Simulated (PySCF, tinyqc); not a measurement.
RHF in the sto-6g basis, for HF, spin multiplicity 1, step by step. The lowest restricted solution is unstable here: a spin-polarised one lies 0.0228 hartree lower (PySCF). One step of it, computed by the program tinyqc.

Question. Iteration 3: DIIS coefficients. Solve [B -1; -1 0][c; lambda] = [0; -1] for the coefficients, which sum to one.

B (overlaps of the stored error matrices):
```
[[4.4723656e-01, -1.1206291e-01, 1.9362967e-02],
 [-1.1206291e-01, 1.2899043e-01, 1.2908442e-02],
 [1.9362967e-02, 1.2908442e-02, 4.3496067e-03]]
```

Give: DIIS coefficients.

Answer.

DIIS coefficients: [-0.1134, -0.2273, 1.3407]
